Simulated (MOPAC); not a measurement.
MOPAC input (PM6):

```
PM6 PRECISE GNORM=0.05 LET XYZ CHARGE=-1 GEO-OK AUX(PRECISION=9) THREADS=1
C4H9

C     0.00150420 1    0.06782275 1    0.35234476 1
H     0.00420647 1   -0.06617570 1    1.47074893 1
C     0.00836434 1    1.49076899 1   -0.15367575 1
H    -0.87400686 1    2.03508487 1    0.22502747 1
H     0.89948318 1    2.02456257 1    0.21948169 1
C     1.24463462 1   -0.68990047 1   -0.13394913 1
H     1.26512854 1   -0.68733128 1   -1.22899581 1
H     2.15557123 1   -0.18983784 1    0.21049222 1
H     1.26778541 1   -1.72832745 1    0.23041004 1
C    -1.25354649 1   -0.67507850 1   -0.12613720 1
H    -1.28085629 1   -0.67222569 1   -1.22103440 1
H    -1.28673820 1   -1.71317120 1    0.23839815 1
H    -2.15631350 1   -0.16425497 1    0.22397568 1
```

**Question.** What heat of formation does the run end on?

**Answer.** 16.62 kcal/mol.
